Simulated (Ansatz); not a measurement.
# B3H: the cost of one run

Program: Ansatz 0.2.0, Gaussian basis. Level of theory: def2-QZVPP, core rule «outside noble gas», up to 3 orbitals frozen. These are calculated values, not measurements.

Plan: UHF; ROHF; CCSD(T) on UHF.

2 further runs of the same task are left out: 2 set aside as unsound or not needed.

## (1) The system

The geometry is a PBE0/def2-TZVP stationary point (not a proven minimum) of the parent state, kept for this charge and spin.

4 atoms, charge 1, spin multiplicity 4.

Atoms are counted from 1 here; the program's logs count them from 0.

Bond lengths: B1–B2 1.556 Å, B1–B3 1.548 Å, B2–B3 1.853 Å, B2–H4 1.183 Å. Angles: B2–B1–B3 73.3°, B1–B2–B3 53.2°, B1–B2–H4 169.4°, B3–B2–H4 137.4°, B1–B3–B2 53.5°.

## (2) UHF

The input, in.yaml:

```yaml
crystal:
  periodic: [false, false, false]
  atoms:
    - {symbol: B, position_ang: [0.000000, -0.796508, -0.346642]}
    - {symbol: B, position_ang: [0.000000, 0.061998, 0.950518]}
    - {symbol: B, position_ang: [0.000000, 0.685766, -0.794078]}
    - {symbol: H, position_ang: [0.000000, 0.522819, 2.040076]}
basis:
  gaussian: {orbitals: "def2-QZVPP.json"}
total_charge: 1
magnetization: {spin_polarized: true, initial_magnetization: 3}
hamiltonian: {xc: hf}
output: {orbitals: {seedname: orbitals}}
```

Started as:

```bash
$ ansatz run in.yaml --threads 1 --pin off --events-out ev --progress --plain --max-ram 2393MiB
```

**Question.** How long does this run take on 1 thread of Arm Neoverse V2, shared host, and how much memory does it need?

About 6 s, with a peak of 0.35 GiB.
